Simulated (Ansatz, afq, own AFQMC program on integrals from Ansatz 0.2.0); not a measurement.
AFQMC on a folder of integrals that Ansatz 0.2.0 wrote.

```yaml
crystal:
  periodic: [false, false, false]
  atoms:
    - {symbol: B, position_ang: [-0.934456, 0.008596, 0.007435]}
    - {symbol: C, position_ang: [0.596344, -0.005486, -0.004745]}
    - {symbol: H, position_ang: [0.962798, -1.040220, -0.002512]}
    - {symbol: H, position_ang: [0.984114, 0.511152, 0.882773]}
    - {symbol: H, position_ang: [0.969819, 0.502236, -0.903468]}
basis:
  gaussian: {orbitals: cc-pVDZ}
magnetization: {spin_polarized: true, initial_magnetization: 0}
correlation: {method: ccsd_t, electrons: outside_noble_gas, hamiltonian_folder: ham}
```

```sh
$ ansatz run in.yaml --threads 1 --pin off --events-out ev --progress --plain --max-ram 1382MiB
```

afq runs on the folder ham with

```
--method phaseless --trial hf --walkers 120 --populations 1 --least-time 40 --time-step 0.005 --steps-per-block 20 --equilibration-blocks 112 --max-blocks 600 --target-error 0.00114 --factor-cut 1e-05 --start spin_pure --seed 9961 --taylor-order 6
```

Times are imaginary, in 1/Eh. The walk had a cap of 656 s.

```
orbitals 41  electrons 5 5  factors 330 of 392
reference energy -64.19446219 Eh
CCSD correlation -0.24059266 Eh in 10 cycles, weight of the determinant in the CISD state 0.8734
energy of the start -64.194462 Eh
 block  time / (1/Eh)  mean weight  energy / Eh
     1     0.100  1.0016  -64.244849
     2     0.200  1.0030  -64.280423
     3     0.300  1.0033  -64.312670
     4     0.400  1.0018  -64.334795
     5     0.500  1.0010  -64.351362
    10     1.000  1.0023  -64.426918
    86     8.600  1.0008  -64.441425
   171    17.100  1.0004  -64.429802
   256    25.600  0.9992  -64.421865
   341    34.100  1.0001  -64.437842
   426    42.600  1.0003  -64.454740
   443    44.300  0.9990  -64.494512
   511    51.100  0.9979  -64.441160
   562    56.200  1.0002  -64.411846
   596    59.600  0.9996  -64.442759
   681    68.100  1.0013  -64.444529
   698    69.800  0.9991  -64.457380
blocks merged  error / Eh  count
     1  0.000720  600
     2  0.000948  300
     4  0.001257  150
     8  0.001528  75
    16  0.001868  37
    32  0.002257  18
    64  0.002780  9
energy -64.439259 +/- 0.002257 Eh
(rows thinned)
```

(1) Estimate how long the walk took on 1 thread of Intel(R) Xeon(R) Platinum 8375C CPU @ 2.90GHz (Ice Lake) (shared host).

The run passed its tests (sampling time, drift between the halves within three errors, error under three times the target), which doesn't prove that it has relaxed. The second half of the sampling lies above the first by 2.8 errors of their difference, so the energy may still be moving and its error bar be too small.

Against this walk (error 61.4 meV) on the same determinant: CCSD(T) 62.9 meV lower (within the noise), CCSDT(Q) 93.9 meV lower (within the noise), a separate phaseless walk with a CISD trial and standard settings 107.2 ± 62.9 meV lower (within the noise). The error is statistical and leaves out the bias of the constraint.

Cautions: constraint bias not in the error; error above the target (61.4 against 31.0 meV); higher spins were not checked; an unrestricted solution with more broken spin lies lower (73 meV, ⟨S²⟩ 0.32), while this determinant keeps restricted orbitals.

## Answers

(1) 7.3 min of wall time.

CCSDT and higher add their correlation energy to the determinant of the CCSD(T) run, since their own runs factorise the integrals more tightly (a shift of under 2 meV). A walk keeps the symmetry of its determinant, which the program's search chose and which needn't be the lowest solution, so a lower state of the same spin and another symmetry isn't excluded.
